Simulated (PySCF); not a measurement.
Gas-phase reaction: 2 SiCl3 + 2 F + SiF4 = 3 SiCl2F2

Method: PySCF energies plus ideal-gas RRHO corrections (1 bar). † marks an energy on the PBE0/def2-TZVP geometry and frequencies; other levels use their own. MP2 freezes the core. Open shells (unrestricted): SiCl3 (multiplicity 2), F (multiplicity 2, electronic degeneracy 6); the rest are closed-shell singlets. Spin-orbit splitting is ignored; it lowers the true energy and changes the entropy of F. MP2 isn't extrapolated to the basis-set limit; its ΔH°(298 K) is -1256.6 kJ in def2-SVP and -1332.3 kJ in def2-TZVPP. The harmonic model lacks anharmonicity and excited electronic states, which grow with temperature; levels with a mode under 35 cm⁻¹ are left out.

```tsv
level	ΔE electronic, kJ	ΔH°(298 K), kJ	ΔS°(298 K), J/K	ΔG°(1000 K), kJ
HF/def2-TZVP†	-983	-972	-276	-695
MP2/def2-TZVPP†	-1343	-1332	-276	-1055
PBE0/def2-TZVP	-1244	-1233	-276	-956
ωB97M-V/def2-TZVP†	-1310	-1299	-276	-1022
ωB97X-V/def2-TZVP†	-1302	-1291	-276	-1014
```
ΔH° is lowest at MP2/def2-TZVPP† and highest at HF/def2-TZVP†. No reference value is set beside these.
